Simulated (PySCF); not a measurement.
**CH₂ClO−, a complex of two parts: interaction energy**

The task here is to estimate one member of a computed series from the others.

Programs: PySCF 2.14.0. All values are calculated, for the isolated system unless a continuum is named. Atoms count from 0, parts from 1.

## The system as given

5 atoms, charge -1, multiplicity 1; geometry: GFN2-xTB. Parts: 1 = atoms 0–3, `C=O`, charge 0; 2 = atom 4, `[Cl-]`, charge -1.

The first run:

What the job is given:

```
{"job": {"xc": "PBE0", "basis": "def2-TZVPD", "d3": "d3bj", "grid": 3, "kind": "geom", "shake": 0.01}, "charge": -1, "multiplicity": 1, "parts": [{"atoms": "0-3", "charge": 0, "multiplicity": 1}, {"atoms": "4-4", "charge": -1, "multiplicity": 1}]}
C      0.007958    -0.013629     0.004137
O      1.171121    -0.172239     0.011492
H     -0.750692    -0.825576    -0.025197
H     -0.459506     0.999796    -0.002778
Cl    -2.880981     1.480965    -0.077404
```

Run with:

```bash
> OMP_NUM_THREADS=1 python cluster_run.py task.json out
```

The driver reads the jobs from task.json and runs them one after another.

Among the steps run: Geometry optimisation at PBE0-D3(BJ)/def2-TZVPD; Coupled-cluster interaction energy: CCSD(T) and MP2, 2.58 Å; Coupled-cluster interaction energy: CCSD(T) and MP2, 2.71 Å; Coupled-cluster interaction energy: CCSD(T) and MP2, 2.84 Å; Coupled-cluster interaction energy: CCSD(T) and MP2, 2.45 Å; Coupled-cluster interaction energy: CCSD(T) and MP2, 3.23 Å; Coupled-cluster interaction energy: CCSD(T) and MP2, 2.32 Å; Coupled-cluster interaction energy: CCSD(T) and MP2, 3.87 Å; Coupled-cluster interaction energy: CCSD(T) and MP2, 5.16 Å.

One of the session's tables, all rows but one given; the rest of the session is left out.

It belongs to the step «Coupled-cluster interaction energy: CCSD(T) and MP2, 5.16 Å». 

```
                 method  interaction energy (kcal/mol)
         HF/aug-cc-pVDZ                          -5.12
        MP2/aug-cc-pVDZ                              ?
       CCSD/aug-cc-pVDZ                          -4.41
    CCSD(T)/aug-cc-pVDZ                          -4.31
         HF/aug-cc-pVQZ                          -5.13
        MP2/aug-cc-pVQZ                          -4.41
    SCS-MP2/aug-cc-pVQZ                          -4.42
      MP2, extrapolated                          -4.43
CCSD(T), limit estimate                          -4.43
```

**Question.** Estimate the row for MP2/aug-cc-pVDZ.

As computed: interaction energy (kcal/mol): -4.32. In the column «interaction energy (kcal/mol)» it lies between MP2/aug-cc-pVQZ (-4.41) and CCSD(T)/aug-cc-pVDZ (-4.31).
